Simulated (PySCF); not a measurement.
# Working out the ionisation energy of Cl

Cl [Ne] 3s2 3p5 (2P) → Cl⁺ [Ne] 3s2 3p4 (3P). Calculation: PySCF 2.14, in aug-cc-pCVTZ-DK; the spin-free X2C one-electron Hamiltonian (Gaussian nucleus). Frozen: nothing. Energies in hartree (1 hartree = 27.21139 eV):

```json
{"part": "UHF", "Cl (lower)": "-460.894996", "Cl⁺ (upper)": "-460.463105"}
{"part": "CCSD correlation", "Cl (lower)": "-0.523452", "Cl⁺ (upper)": "-0.487777"}
{"part": "(T)", "Cl (lower)": "-0.008736", "Cl⁺ (upper)": "-0.006803"}
```

Q: What does Hartree-Fock give?

A: (-460.463105) − (-460.894996) = 0.431891 hartree = 11.752 eV.

Q: What do CCSD and CCSD(T) give?

A: The CCSD correlation energies differ by 0.035675 hartree = 0.971 eV and the triples by 0.001933 hartree = 0.053 eV, so CCSD gives 12.723 eV and CCSD(T) 12.776 eV.

Measured between the centres of the two terms (NIST): 12.974 eV, so CCSD(T) (all electrons) is off by -0.198 eV.

What remains against the reference includes basis incompleteness and higher excitations.
